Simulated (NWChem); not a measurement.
Correlation energy of B

```xyz
1

B      0.0000     0.0000     0.0000
```
Charge 0, spin multiplicity 2.

Everything below was run with NWChem.

Basis set: cc-pVTZ. Each correlation energy counts from its own Hartree-Fock reference.

The correlated methods keep 1 core orbital frozen. No SCF solution was tested for a lower state. Open-shell Hartree-Fock references start from PBE0 orbitals. Coupled-cluster values serve here as a point of comparison, not as the truth.

For the correlation energy, CCSD(T) on ROHF gives -70.0 mHa and CCSDT on ROHF gives -70.3 mHa. What do CCSD on UHF, SCS-UMP2, CCSD on ROHF give?

CCSD on UHF: -64.7 mHa; SCS-UMP2: -50.1 mHa; CCSD on ROHF: -68.5 mHa.
